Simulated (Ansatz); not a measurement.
Property card for NbGeAs

Theory: Ansatz, DFT r2SCAN, scalar-relativistic, plane waves, PAW.

Plane waves to 500 eV, a k mesh through Γ of 10×10×6 on the computed 6-atom cell and Gaussian smearing (0.10 eV); no spin polarisation.

The structure is relaxed at this level of theory with its symmetry kept. Whether it is the stable form of this composition wasn't checked.

```cif
data_structure
_symmetry_space_group_name_H-M 'P4/nmm:1'
_symmetry_Int_Tables_number 129
_cell_length_a 3.5858
_cell_length_b 3.5858
_cell_length_c 7.9438
_cell_angle_alpha 90.000
_cell_angle_beta 90.000
_cell_angle_gamma 90.000
_cell_volume 102.14
loop_
_atom_site_label
_atom_site_type_symbol
_atom_site_symmetry_multiplicity
_atom_site_Wyckoff_symbol
_atom_site_fract_x
_atom_site_fract_y
_atom_site_fract_z
_atom_site_occupancy
Nb1 Nb 2 c 0.00000 0.50000 0.73860 1
Ge1 Ge 2 a 0.00000 0.00000 0.00000 1
As1 As 2 c 0.00000 0.50000 0.38954 1
```

| Item | Value |
| --- | --- |
| Space group | P4/nmm (No. 129) |
| Volume per atom | 114.9 bohr³ |
| Formation energy from the elements' standard states (uncorrected) | -0.506 eV/atom |
| Generalised Kohn–Sham band gap | none (metal) |
| Density of states at the Fermi level | 1.41 states/eV per cell |
| Löwdin character within 0.5 eV of the Fermi level | Nb 4d 62 %, As 4p 19 %, Ge 4p 10 % |
| Bulk modulus | 148 GPa |
| Its pressure derivative | 4.6 |
| Bader charges (e) | Nb (2 in the cell) 1.22, Ge (2 in the cell) -0.41, As (2 in the cell) -0.81 |

Cost: 6 runs of about 17 core-minutes in all, on Intel Xeon 6975P-C (Granite Rapids) (shared hosts).